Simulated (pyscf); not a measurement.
Structures and frequencies: ωB97X-D3(BJ)/def2-SVP in PySCF. MP2 and CC: frozen core, UHF for open shells. ΔMP2 is the change of the MP2 total energy from the triple- to the quadruple-zeta basis.

SMILES: [AsH2][InH2]
```xyz
6

As    -0.4934     1.5859     0.1996
In     1.0496    -0.3554    -0.4374
H     -0.6353     1.0873     1.6280
H     -1.7288     0.8456    -0.2851
H      0.8398    -1.1376    -1.9646
H      2.3277    -0.8081     0.6347
```

Problem. List the bond dissociation enthalpies at 298 K of H₂As–InH₂ (SMILES [AsH2][InH2]) from CCSD(T)/def2-TZVPP + ΔMP2(QZVPP), from the weakest bond up.

Solution. As–In to AsH₂• + InH₂•: 243.5 kJ/mol; H–In to [H₂As–InH]• + H•: 293.2 kJ/mol; As–H to •HAs–InH₂ + H•: 318.1 kJ/mol. Ring and multiple bonds, and those that leave no two simple radicals, are not listed. The radicals are drawn with the spin at the cut bond; how far it spreads was not checked. •HAs–InH₂ lies 24.4 kJ/mol over its isomer [H₂As–InH]•, and others may lie lower still (electronic energy, ωB97M-D3(BJ)). Other isomers of [H₂As–InH]• were not searched in full and may lie lower. The CCSD(T) − MP2 part came from Ansatz, without density fitting, on the same reference. The frozen core leaves the outer d or s,p core shells of the metals and heavy elements correlated in the MP2 and CC values, and def2-TZVPP describes them poorly, which can shift differences by a few kcal/mol. Elements up to Kr have no core potential and no relativistic terms here. Elements past Kr carry the def2 core potentials, without spin-orbit coupling.
